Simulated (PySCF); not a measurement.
LiF, SMILES [Li][F]. Atoms are numbered in the order given.

```xyz
2

Li     0.0000     0.0000    -1.1862
F      0.0000     0.0000     0.3954
```

The structure is a stationary point at PBE-D3(BJ)/def2-TZVPD.

Method: PBE-D3(BJ)/def2-TZVPD run with PySCF 2.14.0.

No scaling factor is applied to the harmonic values.

**Question.** List the normal modes with their intensities. (An estimate is asked for; the answer gives what the named calculation found.)

**Answer.** 
```csv
mode,ν (cm⁻¹),IR (km/mol),Raman (Å⁴/amu),depolarisation,moving atoms (share of kinetic energy)
1,880,143.2,9.7,0.02,"Li 73 %, F 27 %"
```
